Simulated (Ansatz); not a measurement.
The input, for Ansatz 0.2.0:

```yaml
crystal:
  periodic: [false, false, false]
  atoms:
    - {symbol: Ge, position_ang: [0.000000, 0.000000, 1.684600]}
    - {symbol: C, position_ang: [0.000000, 0.000000, -0.262100]}
    - {symbol: N, position_ang: [0.000000, 0.000000, -1.422500]}
basis:
  gaussian: {orbitals: def2-SVP}
total_charge: 1
magnetization: {spin_polarized: false, initial_magnetization: 2}
correlation: {method: ccsd, electrons: valence}
accuracy: high
```

```sh
$ ansatz run in.yaml --threads 1 --pin off --events-out ev --progress --plain --max-ram 2393MiB
```

Log:

```
1108 factors; integrals over basis functions are off by at most 4.4e-9 eV
mean field evaluation 1: about -58949.7609 eV, gradient 5.5e1 eV
mean field evaluation 2: about -58949.9232 eV, gradient 5.4e1 eV
mean field evaluation 4: about -58961.8655 eV, gradient 2.2e1 eV
mean field evaluation 8: about -58964.5330 eV, gradient 1.1e0 eV
mean field evaluation 16: about -58964.5589 eV, gradient 2.6e-8 eV
mean field evaluation 32: about -58958.2183 eV, gradient 3.6e1 eV
mean field evaluation 64: about -58964.0546 eV, gradient 2.6e-8 eV
mean field evaluation 96: about -58963.6373 eV, gradient 1.5e0 eV
mean field evaluation 128: about -58961.1243 eV, gradient 2.5e1 eV
mean field evaluation 160: about -58960.6028 eV, gradient 2.9e1 eV
...
mean field -58964.55886050 eV, -2166.9075705098 hartree, gradient 3.2e-8 eV, S^2 2.000000; 11 other end points of the search recorded, 0 dependent functions left out
...
determinant -58964.55886050 eV, -2166.9075705098 hartree, with singles and doubles -58976.72999563 eV, -2167.3548514761 hartree
determinant -58964.34443420 eV, -2166.8996904889 hartree, with singles and doubles -58975.90098711 eV, -2167.3243859749 hartree
determinant -58964.05455232 eV, -2166.8890375261 hartree, with singles and doubles -58975.63861775 eV, -2167.3147440786 hartree
determinant -58963.64002282 eV, -2166.8738038481 hartree, with singles and doubles -58976.26160037 eV, -2167.3376382678 hartree
determinant -58964.55886050 eV, -2166.9075705098 hartree, with singles and doubles -58976.75899644 eV, -2167.3559172360 hartree
determinant -58963.64002282 eV, -2166.8738038481 hartree, with singles and doubles -58976.57867326 eV, -2167.3492904815 hartree
11 core orbitals not correlated: weight in the atoms' cores, before any rotation towards them, 1.000 or more for the frozen orbitals, at most 0.000 for the correlated occupied ones
reference -58964.55886050 eV, -2166.9075705098 hartree; 12, 10 occupied and 37, 39 virtual orbitals, 1108 factors
second order -12.00657308 eV of doubles, -0.05200956 eV of singles
...
cycle   7  -12.20013681 eV  change   -2.4e-8 eV  update   6.7e-8
cycle   8  -12.20013679 eV  change    2.0e-8 eV  update   5.3e-8
cycle   9  -12.20013607 eV  change    7.2e-7 eV  update   1.6e-7
cycle  10  -12.20013607 eV  change   -2.0e-9 eV  update   6.8e-8
cycle  11  -12.20013590 eV  change    1.8e-7 eV  update   3.7e-8
cycle  12  -12.20013586 eV  change    3.7e-8 eV  update   2.2e-8
cycle  13  -12.20013584 eV  change    2.7e-8 eV  update   1.3e-8
cycle  14  -12.20013581 eV  change    2.3e-8 eV  update   7.7e-9
cycle  15  -12.20013581 eV  change    3.7e-9 eV  update   3.2e-9
cycle  16  -12.20013581 eV  change   4.7e-10 eV  update   1.6e-9
Total energy: -58976.75899631 eV, -2167.3559172312 hartree
```

Ran on 1 thread of Arm Neoverse V2, shared host: 40 s wall, 0.27 GiB peak host memory.
